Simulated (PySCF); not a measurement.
# AlH (SMILES [AlH]) at CCSD(T)/def2-TZVPPD

What is the vertical ionisation energy of AlH at CCSD(T)/def2-TZVPPD? Input form: a Python script.

The results are computed with PySCF 2.14.0.

3 further runs of the same task are left out: 3 set aside as unsound or not needed.

### 1 The molecule

AlH: 2 atoms, total charge 0, spin state singlet. SMILES: `[AlH]`. The coordinates come from a PBE0-D4/def2-TZVP relaxation.

Bond lengths: Al1–H2 1.665 Å.

### 2 A single-point energy at CCSD(T)/def2-TZVPPD

job.py reads:

```python
# AlH
from pyscf import gto, cc

mol = gto.M(
    atom='''
Al   0.000000   0.000000  -0.025640
H    0.000000   0.000000   1.639110
''',
    spin=0,
    max_memory=1860,
    basis='def2-tzvppd',
    charge=0,
    verbose=3,
)

calc0 = mol.RHF()
calc0.conv_tol = 1e-10
calc0.kernel()
if not calc0.converged:
    calc0 = calc0.newton().run(calc0.mo_coeff, calc0.mo_occ)

mycc = cc.CCSD(calc0, frozen=5)
mycc.kernel()
e_t = mycc.ccsd_t()
energy = mycc.e_tot + e_t
print('Final energy', energy)
```

Command:

```sh
OMP_NUM_THREADS=1 python job.py
```

The log of the run:

```text
converged SCF energy = -242.457935386815
E(CCSD) = -242.5405634240255  E_corr = -0.08262803721052098
CCSD(T) correction = -0.00146000716001195
Final energy -242.54202343118556
```

Run time: 2 s. Hardware: 1 thread of Arm Neoverse V2, shared host; peak memory 0.21 GiB.

### 3 The doublet cation

calc.py reads:

```python
from pyscf import gto, scf, cc

molecule = gto.M(
    atom='''
Al     0.000000     0.000000    -0.025640
H      0.000000     0.000000     1.639110
''',
    charge=1,
    basis='def2-tzvppd',
    max_memory=1860,
    spin=1,
    verbose=3,
)

mf = scf.UHF(molecule)
mf.conv_tol = 1e-10
mf.kernel()
if not mf.converged:
    mf = mf.newton().run(mf.mo_coeff, mf.mo_occ)

mycc = cc.CCSD(mf, frozen=5)
mycc.kernel()
e_t = mycc.ccsd_t()
e_tot = mycc.e_tot + e_t
print('E(%s) = %.9f' % ('CCSD(T)', e_tot))
```

Command:

```sh
OMP_NUM_THREADS=1 python calc.py
```

The log of the run:

```text
converged SCF energy = -242.191388538253  <S^2> = 0.78533625  2S+1 = 2.0350295
E(UCCSD) = -242.2376039131464  E_corr = -0.04621537489298494
UCCSD(T) correction = -0.000609540796689891
E(CCSD(T)) = -242.238213454
```

It took 5.4 s on 1 thread of Arm Neoverse V2, shared host; peak memory 0.73 GiB.

### 4 Summary of results

Level: CCSD(T)/def2-TZVPPD, 5 core orbitals frozen.

| quantity | value |
| --- | --- |
| singlet AlH: total energy | -242.54202 Eh |
| singlet AlH: dipole moment (Hartree–Fock density) | 0.03 D |
| singlet AlH: HOMO energy (Hartree–Fock orbitals) | -7.87 eV |
| singlet AlH: LUMO energy (Hartree–Fock orbitals) | 0.82 eV |
| singlet AlH: HOMO–LUMO gap (Hartree–Fock orbitals) | 8.69 eV |
| singlet AlH: correlation energy (5 core orbitals frozen) | -84.1 mEh |
| singlet AlH: (T) correction | -1.46 mEh |
| singlet AlH: T1 diagnostic | 0.014 |
| doublet cation: total energy | -242.23821 Eh |
| doublet cation: HOMO energy (Hartree–Fock orbitals) (highest over α and β) | -16.92 eV |
| doublet cation: LUMO energy (Hartree–Fock orbitals) (lowest over α and β) | -6.73 eV |
| doublet cation: correlation energy (5 core orbitals frozen) | -46.8 mEh |
| doublet cation: (T) correction | -0.61 mEh |
| doublet cation: ⟨S²⟩ of the reference determinant | 0.785 |
| doublet cation: T1 diagnostic | 0.024 |
| vertical ionisation energy (to the doublet cation) | 8.267 eV |

In words: The vertical ionisation energy comes to 8.27 eV (191 kcal/mol). The triples (singlet AlH) make up 1.7 % of the correlation energy. The triples (doublet cation) make up 1.3 % of the correlation energy.
